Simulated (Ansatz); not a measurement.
Ideal-gas functions of CH3Cl (`CCl`) at 600 K and 1 bar, from an Ansatz frequency run at PBE0-D4/def2-TZVP.

Molar mass 50.49 g/mol, point group C3v (symmetry number 3), electronic degeneracy 1, moments of inertia 3.211, 37.755, 37.755 u Å². Harmonic wavenumbers (cm⁻¹, unscaled): 757, 1030, 1030, 1378, 1477, 1477, 3084, 3186, 3186.

Use S(trans) = R[1.5 ln M + 2.5 ln T − 1.1517]; rotational temperatures θ = 24.2544 K / I; S(rot) = R[ln(√π/σ · √(T³/θAθBθC)) + 1.5]; for each mode x = 1.438777 ν̃/T, S = R[x/(eˣ − 1) − ln(1 − e⁻ˣ)] and H = RT x/(eˣ − 1); 1 cm⁻¹ = 0.0119627 kJ/mol; R = 8.31446 J/(mol·K).

Problem. By hand: the entropy, in J/(mol·K).

Solution. Translation 172.3. Rotation: θ = 7.5535, 0.6424, 0.6424 K, giving 83.2. Vibration, mode by mode: 4.41, 2.63, 2.63, 1.36, 1.12, 1.12, 0.04, 0.03, 0.03, in all 13.4. Electronic 0.0. Sum 268.9 J/(mol·K).

Problem. By hand: H − E and G − E in kJ/mol, counted from the electronic energy.

Solution. Zero-point energy ½ × 16605 × 0.0119627 = 99.3; thermal vibration 5.8; translation, rotation and pV give 4 RT = 20.0. H − E = 125.1 kJ/mol, and G − E = 125.1 − 600 × 268.9/1000 = -36.2 kJ/mol.

Vibration gives 5 % of the entropy.
